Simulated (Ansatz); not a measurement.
# C2H3NO: functionals against CCSD(T) at one geometry

The atoms stand at a structure displaced at random from a GFN2-xTB minimum. How far do the functionals agree with CCSD(T) there?

Program: Ansatz 0.2.0, Gaussian basis. Level of theory: single points in def2-TZVPP. These are calculated values, not measurements.

Correlated methods freeze the cores.

### Step 1. Starting geometry

7 atoms, charge 0, spin multiplicity 1.

Atoms are counted from 1 here; the program's logs count them from 0.

Bond lengths: C1–N2 1.243 Å, C1–H5 1.235 Å, C1–H6 1.265 Å, N2–C3 1.365 Å, C3–O4 1.272 Å, C3–H7 1.068 Å. Angles: N2–C1–H5 123.1°, N2–C1–H6 122.8°, H5–C1–H6 114.0°, C1–N2–C3 143.9°, N2–C3–O4 125.7°, N2–C3–H7 113.1°, O4–C3–H7 120.0°.

Coordinates:

```mol
C2H3NO
  3D, bonds by distance, orders not assigned

  7  6  0  0  0  0  0  0  0  0999 V2000
   -0.7280    0.9387   -0.0502 C   0  0
   -0.0023    0.0561    0.4399 N   0  0
    0.8122   -0.9970    0.1368 C   0  0
    0.4327   -2.1935   -0.0709 O   0  0
   -0.7637    1.1876   -1.2596 H   0  0
   -1.4547    1.6983    0.6533 H   0  0
    1.8469   -0.7855    0.2977 H   0  0
  1  2  8  0
  1  5  8  0
  1  6  8  0
  2  3  8  0
  3  4  8  0
  3  7  8  0
M  END
```

### Step 2. CCSD(T)/def2-TZVPP

Input file run/in.yaml:

```yaml
crystal:
  periodic: [false, false, false]
  atoms:
    - {symbol: C, position_ang: [-0.728000, 0.938700, -0.050200]}
    - {symbol: N, position_ang: [-0.002300, 0.056100, 0.439900]}
    - {symbol: C, position_ang: [0.812200, -0.997000, 0.136800]}
    - {symbol: O, position_ang: [0.432700, -2.193500, -0.070900]}
    - {symbol: H, position_ang: [-0.763700, 1.187600, -1.259600]}
    - {symbol: H, position_ang: [-1.454700, 1.698300, 0.653300]}
    - {symbol: H, position_ang: [1.846900, -0.785500, 0.297700]}
basis:
  gaussian: {orbitals: def2-TZVPP}
correlation: {method: ccsd_t}
output: {forces: true}
```

The command line of these runs was not kept.

### Step 3. PBE0-D4/def2-TZVPP

run/in.yaml, as its differences from that of step 2:

```diff
@@ -12,3 +12,3 @@
   gaussian: {orbitals: def2-TZVPP}
-correlation: {method: ccsd_t}
-output: {forces: true}
+hamiltonian: {xc: pbe0, dispersion: d4}
+output: {forces: true, orbitals: {seedname: orbitals}}
```

### Step 4. wB97M-V/def2-TZVPP

run/in.yaml, as its differences from that of step 3:

```diff
@@ -12,3 +12,3 @@
   gaussian: {orbitals: def2-TZVPP}
-hamiltonian: {xc: pbe0, dispersion: d4}
-output: {forces: true, orbitals: {seedname: orbitals}}
+hamiltonian: {xc: {name: wB97M-V}}
+output: {forces: true}
```

### Step 5. r2SCAN-D4/def2-TZVPP

run/in.yaml, as its differences from that of step 4:

```diff
@@ -12,3 +12,3 @@
   gaussian: {orbitals: def2-TZVPP}
-hamiltonian: {xc: {name: wB97M-V}}
+hamiltonian: {xc: r2scan, dispersion: d4}
 output: {forces: true}
```

### Step 6. PBE-D4/def2-TZVPP

run/in.yaml, as its differences from that of step 5:

```diff
@@ -12,3 +12,3 @@
   gaussian: {orbitals: def2-TZVPP}
-hamiltonian: {xc: r2scan, dispersion: d4}
+hamiltonian: {xc: pbe, dispersion: d4}
 output: {forces: true}
```

### Step 7. SPW92/def2-TZVPP

run/in.yaml, as its differences from that of step 6:

```diff
@@ -12,3 +12,3 @@
   gaussian: {orbitals: def2-TZVPP}
-hamiltonian: {xc: pbe, dispersion: d4}
+hamiltonian: {xc: lda}
 output: {forces: true}
```

### Step 8. HSE06-D4/def2-TZVPP

run/in.yaml, as its differences from that of step 7:

```diff
@@ -12,3 +12,3 @@
   gaussian: {orbitals: def2-TZVPP}
-hamiltonian: {xc: lda}
+hamiltonian: {xc: hse06, dispersion: d4}
 output: {forces: true}
```

(Steps that only read results are left out.)

**Question.** What will these runs give? Wanted: energy less free atoms, CCSD(T)/def2-TZVPP; RMS force component; RMS force error; HOMO and LUMO, PBE0-D4; T1 diagnostic.

As calculated:

| quantity | value |
| --- | --- |
| energy less free atoms, CCSD(T)/def2-TZVPP | -2739.0 kJ/mol |
| RMS force component | 1.642 to 1.895 eV/Å over the methods |
| RMS force error | PBE0-D4 0.377, wB97M-V 0.327, r2SCAN-D4 0.279, PBE-D4 0.290, SPW92 0.456, HSE06-D4 0.372 eV/Å |
| HOMO and LUMO, PBE0-D4 | -7.58 and -1.53 eV |
| T1 diagnostic | 0.019 |

What this shows: Against CCSD(T) the functionals' energies less atoms differ by -654.7 to -108.9 kJ/mol, PBE-D4 by -265.4 kJ/mol. CCSD(T) in triple zeta still lacks some correlation energy of the bonds, so part of these gaps is its own basis error and they don't rank the functionals. On forces the order runs from r2SCAN-D4 to SPW92. Frozen-core CCSD(T) forces in triple zeta carry basis errors of their own, and this is one geometry, so small gaps rank nothing.
